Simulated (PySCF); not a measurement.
Molecule: SMILES [C-]#[N+]CC, C₃H₅N.

Mapped SMILES: `[C-:1]#[N+:2][CH2:3][CH3:4]`. Each H is labelled by its parent atom.

Spin–spin couplings on one PBE0-D3(BJ)/def2-SVP geometry, PySCF, gas phase, non-relativistic, equivalent pairs averaged; isotopes ¹³C, ¹H, ¹⁵N; basis pcJ-1.

Question: How do the couplings (Hz) change with the functional? Times are CPU seconds on shared hosts with different chips, so compare them loosely.

Answer: 
| functional | functions | ¹J(C3,H(C3)) | ¹J(C4,H(C4)) | ¹J(C3,C4) | ¹J(C1,N2) | ¹J(N2,C3) | ²J(H(C3),H(C3)) | ²J(H(C4),H(C4)) | core-s |
| --- | --- | --- | --- | --- | --- | --- | --- | --- | --- |
| HF | 158 | 181.3 | 163.0 | 69.5 | -35.6 | -34.8 | -34.4 | -28.5 | 6 |
| LDA | 158 | 110.5 | 104.0 | 22.6 | 0.8 | -6.2 | -11.1 | -8.5 | 7.5 |
| PBE | 158 | 133.7 | 124.7 | 32.7 | -1.2 | -9.2 | -15.1 | -12.3 | 11 |
| KT2 | 158 | 141.5 | 130.9 | 23.9 | 6.6 | -3.4 | -20.7 | -17.0 | 12 |
| B3LYP | 158 | 146.4 | 136.4 | 39.4 | -8.8 | -13.8 | -17.0 | -13.8 | 17 |
| PBE0 | 158 | 138.9 | 128.5 | 37.7 | -7.2 | -13.3 | -17.3 | -14.4 | 11 |
| B97-2 | 158 | 132.2 | 123.0 | 37.3 | -9.1 | -13.7 | -15.4 | -12.3 | 10 |
| BHandHLYP | 158 | 158.4 | 146.1 | 48.4 | -17.4 | -19.6 | -20.6 | -17.0 | 13 |
| CAM-B3LYP | 158 | 144.0 | 133.6 | 39.3 | -10.3 | -14.9 | -17.3 | -14.1 | 14 |
